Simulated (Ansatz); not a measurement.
# Silanol (SiH₄O): small, medium and large basis sets

How large a basis does silanol (SiH₄O) need? Two functionals and correlated methods are run in growing sets.

Computed with Ansatz 0.2.0, Gaussian basis. Level: one geometry, several basis sets.

Levels to be run: PBE0-D4/def2-SVP; ωB97M-V/def2-SVP; PBE0-D4/def2-QZVPP; ωB97M-V/def2-QZVPP; CCSD(T)/cc-pV(D+d)Z; CCSD(T)/cc-pV(T+d)Z; CCSD(T)/cc-pV(Q+d)Z; the functionals' def2-TZVPP values are taken from earlier runs.

**1. The geometry**

An earlier PBE0-D4 in a triple-zeta def2 set relaxation fixed the geometry.

SMILES `O[SiH3]`, 6 atoms, charge 0, spin multiplicity 1.

Atoms are counted from 1 here; the program's logs count them from 0.

Bond lengths: O1–Si2 1.648 Å, O1–H3 0.958 Å, Si2–H4 1.489 Å, Si2–H5 1.481 Å, Si2–H6 1.489 Å. Angles: Si2–O1–H3 117.9°, O1–Si2–H4 111.7°, O1–Si2–H5 105.9°, O1–Si2–H6 111.7°, H4–Si2–H5 109.9°, H4–Si2–H6 107.9°, H5–Si2–H6 109.9°.

**2. PBE0-D4 in def2-SVP**

Contents of in.yaml:

```yaml
crystal:
  periodic: [false, false, false]
  atoms:
    - {symbol: O, position_ang: [0.636713, -1.030299, 0.418986]}
    - {symbol: Si, position_ang: [-0.035725, 0.346543, -0.187021]}
    - {symbol: H, position_ang: [0.069058, -1.629237, 0.904721]}
    - {symbol: H, position_ang: [-1.128311, 0.045684, -1.152772]}
    - {symbol: H, position_ang: [1.060521, 1.064945, -0.875574]}
    - {symbol: H, position_ang: [-0.602256, 1.202354, 0.891669]}
basis:
  gaussian: {orbitals: def2-SVP}
hamiltonian: {xc: pbe0, dispersion: d4}
output: {orbitals: {seedname: orbitals}}
```

Launch:

```bash
ansatz run in.yaml --threads 2 --pin off --events-out ev --progress --plain --max-ram 32768MiB --backend cpu
```

After this run come: ωB97M-V in def2-SVP; PBE0-D4 in def2-QZVPP; ωB97M-V in def2-QZVPP; CCSD(T) in cc-pV(D+d)Z; CCSD(T) in cc-pV(T+d)Z; CCSD(T) in cc-pV(Q+d)Z.

Q: Predict the results of all the runs planned. Wanted: MP2 correlation recovered, cc-pV(D+d)Z; MP2 correlation recovered, cc-pV(T+d)Z; MP2 correlation recovered, cc-pV(Q+d)Z; CCSD(T) limit from def2 sets; PBE0-D4: double and triple zeta above quadruple; ωB97M-V: double and triple zeta above quadruple.

As calculated:

| quantity | value |
| --- | --- |
| MP2 correlation recovered, cc-pV(D+d)Z | 69.3 % |
| MP2 correlation recovered, cc-pV(T+d)Z | 88.1 % |
| MP2 correlation recovered, cc-pV(Q+d)Z | 95.1 % |
| CCSD(T) limit from def2 sets (earlier runs) less the limit of this series | -13 meV |
| PBE0-D4: double and triple zeta above quadruple | 6.02, 0.41 eV |
| ωB97M-V: double and triple zeta above quadruple | 6.11, 0.38 eV |

For PBE0-D4 the step from double to triple zeta gains 5.61 eV and the next only 0.41 eV. Correlation climbs from 69 % (cc-pV(D+d)Z) to 95 % (cc-pV(Q+d)Z) of the limit; Hartree-Fock is 0.090 eV from its own by then. A limit from the def2 sets, made apart, differs by 13 meV, a least measure of the doubt on such a limit. These are total energies; as a rule much of such shifts cancels in differences, which this series doesn't test. The LUMO of ωB97M-V is positive and keeps falling with the basis (2.54 to 1.20 eV): an unbound level that the basis holds in place.
